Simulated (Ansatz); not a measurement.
**Structure relaxation of Al₃N**

Computed with DFT PBE, scalar-relativistic, plane waves, PAW (Ansatz). Cutoff 420 eV, Γ-centred k mesh, Gaussian smearing, no spin polarisation in the final step.

Al₃N was placed on the sites of a reported RuBr3 cell (P6_3/mcm, No. 193), with N in place of Ru, Al in place of Br, at a guessed volume.

```
Al N
1.0
     5.19462    0.00000    0.00000
    -2.59731    4.49867    0.00000
     0.00000    0.00000    4.69281
Al N
6 2
Direct
  0.31150 0.31150 0.25000
  0.00000 0.31150 0.75000
  0.68850 0.00000 0.25000
  0.68850 0.68850 0.75000
  0.00000 0.68850 0.25000
  0.31150 0.00000 0.75000
  0.00000 0.00000 0.00000
  0.00000 0.00000 0.50000
```

Cell and atoms relax at zero pressure; the relaxation can't lower the symmetry of the start. After a coarse first stage the cell is made exact in the group found at 0.06 Å.

Formation energies are uncorrected and refer to the elements' standard structures at the same level (N₂ as a molecule).

**Question.** What does it relax into?

**Answer.** It keeps P6_3/mcm (No. 193). Conventional cell: a = 4.874 Å, c = 5.228 Å. Around Al lie 2 N at 2.06 Å; N has 6 Al at 2.06 Å and 2 N at 2.61 Å.

```
Al N
1.0
     4.87409    0.00000    0.00000
    -2.43705    4.22109    0.00000
     0.00000    0.00000    5.22791
Al N
6 2
Direct
  0.32628 0.32628 0.25000
  0.00000 0.32628 0.75000
  0.67372 0.00000 0.25000
  0.67372 0.67372 0.75000
  0.00000 0.67372 0.25000
  0.32628 0.00000 0.75000
  0.00000 0.00000 0.00000
  0.00000 0.00000 0.50000
```

**Question.** What are its volume, energy, density and gap?

**Answer.** The volume per atom is 13.44 Å³. The density is 2.93 g/cm³, the energy over the elements is -0.17 eV/atom and the gap on the 12×12×8 mesh is 0 eV (a metal).

The final run used a 12×12×8 mesh on its 8-atom cell and 0.10 eV smearing. The k mesh leaves about 4 meV/atom of noise in metals. Symmetry constrained the relaxation, so the result can be a saddle point.

Cost: 3 runs of about 0.64 core-minutes in all, on Intel Xeon 6975P-C (Granite Rapids) (shared hosts).